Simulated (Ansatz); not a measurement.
CH3O, SMILES [O]C, multiplicity 2.

Coordinates come from a B3LYP-D3(BJ)/def2-TZVP optimisation. The geometry has at least one imaginary mode, so it is a saddle point at that level. The isomer is the one that the SMILES or the coordinates give; other isomers of the formula were not compared.

Two levels are set side by side: PBE/def2-TZVPD (Ansatz, a quantum-chemistry and plane-wave program) and ωB97X-V/def2-TZVPD (Ansatz). Energy differences of separate SCF runs at the same geometry; the states with an electron removed or added have multiplicity 3 and 1. Differences are taken from unrounded values.

```tsv
quantity	ωB97X-V	PBE	PBE minus ωB97X-V
vertical ionisation energy (eV)	10.79	10.53	-0.25
vertical electron affinity (eV)	1.25	1.40	0.15
```
